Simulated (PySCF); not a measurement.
# One shape, several levels: CHCl2F (dichlorofluoromethane)

Wanted: a comparison of 6 runs (HF/STO-3G, B3LYP/6-31G*, B3LYP/def2-SVPD, BLYP/def2-SVPD, M06-L/def2-SVPD, SCS-MP2/def2-SVPD) of CHCl2F (dichlorofluoromethane). The job is set up through a Python script.

The calculation is run with PySCF 2.14.0.

1 further run of the same task is left out (set aside as unsound or not needed).

### 1 The structure to begin with

CHCl2F has 5 atoms, charge 0, and is taken as a singlet. SMILES: `FC(Cl)Cl`. The shape is that of a PBE0-D4/def2-TZVP optimisation.

Bond lengths: F1–C2 1.340 Å, C2–Cl3 1.759 Å, C2–Cl4 1.759 Å, C2–H5 1.088 Å. Angles: F1–C2–Cl3 109.4°, F1–C2–Cl4 109.4°, Cl3–C2–Cl4 111.6°, F1–C2–H5 109.7°, Cl3–C2–H5 108.4°, Cl4–C2–H5 108.4°.

### 2 The energy at HF/STO-3G (run 1)

The input, job.py:

```python
from pyscf import gto, scf

system = gto.Mole()
system.atom = '''
F       -0.590600       0.132500       1.230400
C        0.006400       0.099400       0.030700
Cl       1.459900      -0.886800       0.126900
Cl      -1.120400      -0.525200      -1.167100
H        0.294600       1.106400      -0.262500
'''
system.verbose = 3
system.basis = 'sto-3g'
system.spin = 0
system.max_memory = 1860
system.build()

mf = scf.RHF(system)
mf.conv_tol = 1e-10
mf.kernel()
if not mf.converged:
    mf = mf.newton().run(mf.mo_coeff, mf.mo_occ)

energy = mf.e_tot
print('Final energy', energy)
```

Command:

```
OMP_NUM_THREADS=1 python job.py
```

Log:

```text
converged SCF energy = -1045.1616686201
Final energy -1045.1616686200982
```

It took 2.2 s on 1 thread of Intel Xeon at 2.50GHz (Skylake/Cascade Lake), shared host; peak memory 0.1 GiB.

### 3 The energy at B3LYP/6-31G(d) (spherical functions) (run 2)

The input, geometry.xyz:

```xyz
5
CHCl2F
F     -0.590600     0.132500     1.230400
C      0.006400     0.099400     0.030700
Cl     1.459900    -0.886800     0.126900
Cl    -1.120400    -0.525200    -1.167100
H      0.294600     1.106400    -0.262500
```

The input, job.py:

```python
from pyscf import gto, dft

molecule = gto.M(
    atom='geometry.xyz',
    verbose=4,
    max_memory=1860,
    basis='6-31g*',
)

ks = dft.RKS(molecule)
ks.xc = 'b3lyp'
ks.conv_tol = 1e-10
ks.grids.level = 5
ks.kernel()
if not ks.converged:
    ks = ks.newton().run(ks.mo_coeff, ks.mo_occ)

e_tot = ks.e_tot
print('E(%s) = %.9f' % ('B3LYP', e_tot))
```

Command:

```
OMP_NUM_THREADS=1 python job.py
```

Log:

```text
PySCF version 2.14.0

[... 73 lines left out ...]
converged SCF energy = -1058.91337012678
E(B3LYP) = -1058.913370127
```

Run time: 32 s. Hardware: 1 thread of Intel Xeon at 2.50GHz (Skylake/Cascade Lake), shared host; peak memory 0.35 GiB.

Runs 3 to 5 aren't shown in full; the table further down has their settings and results.

### 4 A single-point energy at SCS-MP2/def2-SVPD (run 6)

The input, run.py:

```python
# FC(Cl)Cl
from pyscf import gto, mp

molecule = gto.M(
    atom=[
    ('F', (-0.590600, 0.132500, 1.230400)),
    ('C', (0.006400, 0.099400, 0.030700)),
    ('Cl', (1.459900, -0.886800, 0.126900)),
    ('Cl', (-1.120400, -0.525200, -1.167100)),
    ('H', (0.294600, 1.106400, -0.262500)),
],
    basis='def2-svpd',
    verbose=3,
    max_memory=1860,
    spin=0,
)

mf = molecule.RHF()
mf.conv_tol = 1e-10
mf.kernel()
if not mf.converged:
    mf = mf.newton().run(mf.mo_coeff, mf.mo_occ)

pt = mp.MP2(mf, frozen=12).run()
e_final = mf.e_tot + 1.2 * pt.e_corr_os + pt.e_corr_ss / 3
print('E = %.10f Eh' % e_final)
```

Command:

```
OMP_NUM_THREADS=1 python run.py
```

Log:

```text
converged SCF energy = -1056.48744643597
E(RMP2) = -1057.11674822923  E_corr = -0.629301793264763
E(SCS-RMP2) = -1057.09516686798  E_corr = -0.607720432016479
E = -1057.0951668680 Eh
```

Run time: 11 s. Hardware: 1 thread of Intel Xeon at 2.50GHz (Skylake/Cascade Lake), shared host; peak memory 0.28 GiB.

### 5 All runs side by side

```
run                               level  integration grid  frozen core orbitals   energy (Eh)  dipole moment (D) of the reference  HOMO energy (eV)  LUMO energy (eV)  wall time
  1                           HF/STO-3G                 –                     –  -1045.161669                                1.77            -11.18              8.10      2.2 s
  2  B3LYP/6-31G* (spherical functions)                 5                     –  -1058.913370                                1.34             -8.75             -0.43       32 s
  3                     B3LYP/def2-SVPD                 5                     –  -1058.591847                                1.27             -9.00             -0.81       61 s
  4                      BLYP/def2-SVPD                 5                     –  -1058.534551                                1.21             -7.68             -1.48       58 s
  5                     M06-L/def2-SVPD                 5                     –  -1058.546856                                1.23             -8.13             -1.30       96 s
  6                   SCS-MP2/def2-SVPD                 –                    12  -1057.095167                                1.44            -12.65              2.50       11 s
```

### 6 Summary of results

| quantity | value |
| --- | --- |
| run 6: total energy | -1057.09517 Eh |
| run 6: dipole moment (Hartree–Fock density) | 1.44 D |
| run 6: HOMO energy (Hartree–Fock orbitals) | -12.65 eV |
| run 6: LUMO energy (Hartree–Fock orbitals) | 2.50 eV |
| run 6: HOMO–LUMO gap (Hartree–Fock orbitals) | 15.14 eV |
| run 6: correlation energy (12 core orbitals frozen) | -607.7 mEh |

In words: Over runs 1, 2, 3, 4, 5 the dipole moment (its size) runs from 1.21 D (BLYP/def2-SVPD) to 1.77 D (HF/STO-3G). The two ends differ in method and basis. Over runs 1, 2, 3, 4, 5 the HOMO–LUMO gap runs from 6.20 eV (BLYP/def2-SVPD) to 19.27 eV (HF/STO-3G). Totals of different functionals can't be ranked against each other. In run 1 the basis is minimal, so the values are rough. All runs together took 4.3 min, the longest 96 s.
